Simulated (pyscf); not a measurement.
PySCF, gas phase, ωB97X-D3(BJ)/def2-SVP geometries. Correlated levels are frozen-core, on RHF or UHF. ΔMP2 is the change of the MP2 total energy from the triple- to the quadruple-zeta basis.

H₂N–SiH₂–NH₂ (SMILES N[SiH2]N) + H• (SMILES [H]) → NH₃ (SMILES N) + H₂N–SiH₂• (SMILES N[SiH2])
Surface: doublet. Broken: N–Si. Formed: H–N. Give ΔE‡ and ΔE from CCSD(T)/def2-TZVPP + ΔMP2(QZVPP), relative to the separated reactants.

ΔE‡ = 0.77 eV, ΔE = -0.15 eV. Zero-point energy shifts the barrier by +0.09 eV. It is a substitution at N, with an imaginary mode of 1762i cm⁻¹. The same reactants have a lower exit, to H₂N–SiH•–NH₂ + H₂ (barrier +0.18 eV at ωB97M-D3(BJ), against +0.81 eV here). This is the saddle that the search found; another between the same sides may lie lower. The angle at the attacked N is 131°. The CCSD(T) − MP2 part came from Ansatz, without density fitting, on the same reference.
